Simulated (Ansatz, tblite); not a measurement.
Spin states of the cluster Li₂S⁻, each relaxed with r2SCAN-D4/def2-TZVPD in Ansatz. Electronic energies in the gas phase.

The xTB rows come from tblite. Correlated methods freeze 5 core orbitals; core or outer-core shells of Li are correlated, in sets that lack core-valence functions. The structure comes from a short search, and lower isomers may exist.

Doublet geometry (C2v within 0.1 Å):

```xyz
3

Li    0.293    0.030    1.500
Li    0.635    0.462   -1.311
S    -0.928   -0.492   -0.189
```

Quartet geometry (C2v within 0.1 Å):

```xyz
3

Li    1.735   -0.480    0.839
Li   -1.982    0.029   -0.124
S     0.247    0.451   -0.715
```

⟨S²⟩: doublet 0.75 at PBE0-D4/def2-TZVPD (pure 0.75), quartet 3.75 at PBE0-D4/def2-TZVPD (pure 3.75).

Run but left out: B97M-V/def2-TZVPD (doublet: an occupied level 0.36 eV above an empty one).

Only these spin states were relaxed. The quartet has other bonds than the doublet, so the gap mixes isomer and spin.

| level | quartet − doublet (kJ/mol) | lowest of these | remarks |
| --- | --- | --- | --- |
| GFN1-xTB | 413.4 | doublet | – |
| PBE-D4/def2-TZVPD | 191.2 | doublet | HOMO above zero (doublet), HOMO above zero (quartet) |
| r2SCAN-D4/def2-TZVPD | 186.5 | doublet | HOMO above zero (doublet), HOMO above zero (quartet) |
| PBE0-D4/def2-TZVPD | 175.1 | doublet | HOMO above zero (doublet), HOMO above zero (quartet) |
| MP2/def2-TZVPD | 174.4 | doublet | – |
| CCSD/def2-TZVPPD | 155.9 | doublet | – |

Task: Estimate the rows for GFN2-xTB, HF/STO-3G, BLYP-D4/def2-TZVPD, ωB97X-V/def2-TZVPD, PBE-QIDH/def2-TZVPD, CCSD(T)/def2-TZVPPD.

Result: 
| level | quartet − doublet (kJ/mol) | lowest of these | remarks |
| --- | --- | --- | --- |
| GFN2-xTB | 334.7 | doublet | – |
| HF/STO-3G | -25.4 | quartet | HOMO above zero (doublet), HOMO above zero (quartet) |
| BLYP-D4/def2-TZVPD | 190.2 | doublet | HOMO above zero (doublet), HOMO above zero (quartet) |
| ωB97X-V/def2-TZVPD | 169.8 | doublet | – |
| PBE-QIDH/def2-TZVPD | 170.3 | doublet | – |
| CCSD(T)/def2-TZVPPD | 168.8 | doublet | – |

The xTB methods have no term that favours high spin, so they put low spin too low.
